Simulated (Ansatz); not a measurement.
**NiI₂ (R-3m)**

All numbers below come from DFT PBEsol, scalar-relativistic, plane waves, PAW (Ansatz 0.2.0).

Settings: cutoff 420 eV, Γ-centred mesh 12×12×12 on the computed 3-atom cell, Gaussian smearing of 0.10 eV; collinear spin from starting moments 1.31 0.25 0.25 μB.

The structure is relaxed at this level of theory with its symmetry kept. Whether it is the stable form of this composition wasn't checked.

```yaml
crystal:
  lattice:
    - [1.93321, 1.11614, 6.60271]
    - [-1.93321, 1.11614, 6.60271]
    - [0.00000, -2.23228, 6.60271]
  atoms:
    - { symbol: Ni, position: [0.00000, 0.00000, 0.00000] }
    - { symbol: I, position: [0.25851, 0.25851, 0.25851] }
    - { symbol: I, position: [0.74149, 0.74149, 0.74149] }
```

Formation energy from the elements' standard states (uncorrected)?

-0.101 eV/atom.

Density of states at the Fermi level?

0.66 states/eV per cell.

Löwdin character within 0.5 eV of the Fermi level?

I 5p 50 %, Ni 3d 47 %.

Bader charges (e)?

Ni (1 in the cell) 0.45, I (2 in the cell) -0.23.

Total moment?

1.94 μB per cell.

Site moments (μB; atoms counted from 1 over the whole cell)?

Ni (atom 1) 1.19, I (atom 2) 0.22, I (atom 3) 0.22.

Spin-orbit coupling is left out, which matters for the bands of heavy elements. The cell holds one magnetic atom, so it can only be ferromagnetic; an antiferromagnetic order may lie lower. The cell holds layers, and where no dispersion correction was added their binding is poorly described.

Only this magnetic start was tried.

Cost: 1 run of about 2.5 core-minutes, on Intel Xeon 6975P-C (Granite Rapids) (shared hosts).